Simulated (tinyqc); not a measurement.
Worked calculation: UHF in the sto-6g basis, for LiH, spin multiplicity 1. This run ends on a higher stationary point, not on the lowest solution. Computed by tinyqc, a small Python program that keeps every step (integrals from PySCF). Settings: charge = 0, multiplicity = 1, basis = sto-6g, energy threshold = 1e-08, iteration cap = 80, orthogonalisation = symmetric, start = Wolfsberg-Helmholz matrix, DIIS depth = 6, method = UHF, break = 0.2. Command: `OMP_NUM_THREADS=1 python tinyqc.py 20666 20667 out.jsonl` (the two numbers bound the seeds that draw the settings). One thread of a shared host (Intel(R) Xeon(R) Processor @ 2.60GHz), about 0.2 s of CPU time with the checks.

Geometry (angstrom):
```
atom       x       y       z
Li    0.0000  0.0000  0.0000
H     0.0000  0.0000  2.9710
```

Stop when the energy changes by less than 1e-08 hartree and every element of the error matrix X^T (F D S - S D F) X (for each spin) is below 3e-05.

Course of the cycle:
```
iteration  E (hartree)     change  largest element of the error matrix
1            -7.746580          -                             7.70e-02
2            -7.784354  -3.78e-02                             2.77e-02
3            -7.794496  -1.01e-02                             1.09e-02
4            -7.801805  -7.31e-03                             9.16e-03
5            -7.802891  -1.09e-03                             1.57e-03
6            -7.803013  -1.22e-04                             9.91e-04
7            -7.803018  -5.36e-06                             1.81e-03
8            -7.803048  -2.98e-05                             3.38e-04
9            -7.803049  -8.19e-07                             1.96e-05
10           -7.803049  -2.73e-09                             1.77e-07
```

Can the last value be used, and what does the course show?

No, though the log alone does not show it. Converged in 10 iterations. But the solution lies 0.07394 hartree above the reference: it is another stationary point, not the lowest one. Reruns (cap 100 unless said): DIIS 8: converged in 11 to a higher stationary point; damping 0.5: converged in 44 to a higher stationary point; level shift 0.5: converged in 55 to a higher stationary point; atomic densities as start, DIIS 8: converged in 9 to a higher stationary point. PySCF UHF in the same basis, after a stability check = -7.876991 hartree.
